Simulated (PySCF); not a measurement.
**SiH⁻ (triplet): changing the method**

Aim: see what other levels and later steps give for SiH⁻ (triplet).

The runs use PySCF 2.14.0; each script names its method and basis.

2 further runs of the same task are left out: 2 that didn't finish.

## (1) Where the work starts

SiH⁻ (triplet): 2 atoms, charge -1, spin multiplicity 3.

Bond lengths: Si1–H2 1.535 Å.

## (2) Base script

The input, input.py:

```python
from pyscf import gto, scf
from pyscf.geomopt.geometric_solver import optimize

mol = gto.M(
    atom='Si 0 0 0; H 0 0 1.535',
    basis='def2-tzvpp',
    charge=-1,
    spin=2,
    verbose=4,
)
mf = scf.UHF(mol)
mf.kernel()
mol_eq = optimize(mf, maxsteps=30)
print('optimised geometry (angstrom)')
print(mol_eq.tostring('raw'))
print('orbital energies (hartree):', [e[max(0, n-3):n+3].round(4) for e, n in zip(mf.mo_energy, mol.nelec)])
```

Started as:

```
$ OMP_NUM_THREADS=1 python input.py
```

## (3) Slater, (UKS)

Run 1 changes functional: none (Hartree–Fock) → slater,; SCF type: UHF → UKS; step after the SCF: optimize → analyze.

The input, input.py:

```python
from pyscf import gto, dft

mol = gto.M(
    atom='Si 0 0 0; H 0 0 1.535',
    basis='def2-tzvpp',
    charge=-1,
    spin=2,
    verbose=4,
)
mf = dft.UKS(mol, xc='slater,')
mf.kernel()
mf.analyze()
print('orbital energies (hartree):', [e[max(0, n-3):n+3].round(4) for e, n in zip(mf.mo_energy, mol.nelec)])
```

## (4) Hcth407 (UKS)

Run 2 changes functional: none (Hartree–Fock) → hcth407; SCF type: UHF → UKS; step after the SCF: optimize → analyze.

The input, input.py:

```python
from pyscf import gto, dft

mol = gto.M(
    atom='Si 0 0 0; H 0 0 1.535',
    basis='def2-tzvpp',
    charge=-1,
    spin=2,
    verbose=4,
)
mf = dft.UKS(mol, xc='hcth407')
mf.kernel()
mf.analyze()
print('orbital energies (hartree):', [e[max(0, n-3):n+3].round(4) for e, n in zip(mf.mo_energy, mol.nelec)])
```

## (5) Pbesol (UKS)

Run 3 changes functional: none (Hartree–Fock) → pbesol; SCF type: UHF → UKS; step after the SCF: optimize → analyze.

The input, input.py:

```python
from pyscf import gto, dft

mol = gto.M(
    atom='Si 0 0 0; H 0 0 1.535',
    basis='def2-tzvpp',
    charge=-1,
    spin=2,
    verbose=4,
)
mf = dft.UKS(mol, xc='pbesol')
mf.kernel()
mf.analyze()
print('orbital energies (hartree):', [e[max(0, n-3):n+3].round(4) for e, n in zip(mf.mo_energy, mol.nelec)])
```

## (6) CCSD(T)

Run 4 changes step after the SCF: optimize → ccsd(t); frozen orbitals: none → 5.

The input, input.py:

```python
from pyscf import gto, scf, cc

mol = gto.M(
    atom='Si 0 0 0; H 0 0 1.535',
    basis='def2-tzvpp',
    charge=-1,
    spin=2,
    verbose=4,
)
mf = scf.UHF(mol)
mf.kernel()
mycc = cc.CCSD(mf, frozen=5)
mycc.kernel()
mycc.ccsd_t()
mf.dip_moment()
print('orbital energies (hartree):', [e[max(0, n-3):n+3].round(4) for e, n in zip(mf.mo_energy, mol.nelec)])
```

## (7) Population analysis

Run 5 changes step after the SCF: optimize → analyze.

The input, input.py:

```python
from pyscf import gto, scf

mol = gto.M(
    atom='Si 0 0 0; H 0 0 1.535',
    basis='def2-tzvpp',
    charge=-1,
    spin=2,
    verbose=4,
)
mf = scf.UHF(mol)
mf.kernel()
mf.analyze()
print('orbital energies (hartree):', [e[max(0, n-3):n+3].round(4) for e, n in zip(mf.mo_energy, mol.nelec)])
```

**Question.** What will these runs give? Wanted: for each run, E(SCF); from base; gap, α spin; after the SCF.

The runs gave:

| run | E(SCF) (hartree) | from base (eV) | cycles | gap, α spin (eV) | after the SCF |
| --- | --- | --- | --- | --- | --- |
| base | -289.455781 | 0 | 11 | 10.63 | bond 1.550 Å, -0.001 eV |
| slater, (UKS) (poor choice) | -287.729057 | not comparable | 9 | 4.08 | n/a |
| hcth407 (UKS) | -290.063506 | not comparable | 10 | 4.22 | n/a |
| pbesol (UKS) | -289.334621 | not comparable | 9 | 4.12 | n/a |
| CCSD(T) | -289.455781 | 0.0000 | 11 | 10.63 | CCSD(T) correlation -3.329 eV, core frozen |
| population analysis | -289.455781 | 0.0000 | 11 | 10.63 | n/a |

SCF columns refer to the geometry typed in the script.

**Reading.** A lower total energy from another functional means nothing by itself. Rows marked «poor choice» come from settings spoiled on purpose.
